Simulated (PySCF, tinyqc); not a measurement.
Worked calculation: CID on RHF in the sto-3g basis, frozen core, for LiH, spin multiplicity 1. The lowest restricted solution is unstable here: a spin-polarised one lies 0.0501 hartree lower (PySCF). One step of it, computed by the program tinyqc.

Task: CID: determinants and Hamiltonian. Slater-Condon rules over spin orbitals, with the nuclear repulsion and the energy of the frozen orbital added and E(HF) subtracted on the diagonal. Only determinants linked to the reference directly or through others are kept (one block of an abelian symmetry group), so some states are absent.

one-electron integrals dressed by the frozen orbital, h + 2 (pq|11) - (p1|1q) (hartree), lower triangle:
```
           2          3          4          5          6
2  -0.608165
3   0.078119  -0.329626
4   0.000000   0.000000  -0.271597
5   0.000000   0.000000   0.000000  -0.271597
6   0.097609  -0.083360   0.000000   0.000000  -0.347050
```

energy of the frozen orbital, 2 h_11 + (11|11) = -7.52276488 hartree

Two-electron integrals over orbitals (pq|rs), unique and non-zero (hartree); the lowest 1 orbital is frozen and left out:
```
(22|22) 0.415491    (32|22) -0.078119   (32|32) 0.043174    (33|22) 0.217216
(33|32) 0.018415    (33|33) 0.308520    (42|42) 0.021118    (43|42) 0.022750
(43|43) 0.041063    (44|22) 0.223218    (44|32) 0.027585    (44|33) 0.272562
(44|44) 0.312946    (52|52) 0.021118    (53|52) 0.022750    (53|53) 0.041063
(54|54) 0.016869    (55|22) 0.223218    (55|32) 0.027585    (55|33) 0.272562
(55|44) 0.279207    (55|55) 0.312946    (62|22) -0.097609   (62|32) 0.063609
(62|33) 0.008064    (62|44) 0.047911    (62|55) 0.047911    (62|62) 0.129590
(63|22) 0.073485    (63|32) -0.036497   (63|33) -0.036034   (63|44) -0.017133
(63|55) -0.017133   (63|62) -0.049962   (63|63) 0.047353    (64|42) 0.016057
(64|43) 0.008728    (64|64) 0.017384    (65|52) 0.016057    (65|53) 0.008728
(65|65) 0.017384    (66|22) 0.374972    (66|32) -0.051367   (66|33) 0.245137
(66|44) 0.250119    (66|55) 0.250119    (66|62) -0.057446   (66|63) 0.046377
(66|66) 0.363839
```

nuclear repulsion = 0.58130049 hartree

Hartree-Fock energy = -7.74230309 hartree

Give: determinants; H - E(HF) between determinants.

Result:

Occupation strings over the orbitals (2 doubly, a alpha, b beta, 0 empty; spin orbitals ordered 1a 1b 2a 2b ...): 220000 202000 20a00b 200200 200020 20b00a 200002

H - E(HF) between determinants (hartree), lower triangle:
```
        220000  202000  20a00b  200200  200020  20b00a  200002
220000   0.000
202000   0.043   0.450
20a00b   0.064  -0.119   0.369
200200   0.021   0.041   0.009   0.571
200020   0.021   0.041   0.009   0.017   0.571
20b00a  -0.064   0.119  -0.047  -0.009  -0.009   0.369
200002   0.130   0.047  -0.037   0.017   0.017   0.037   0.471
```
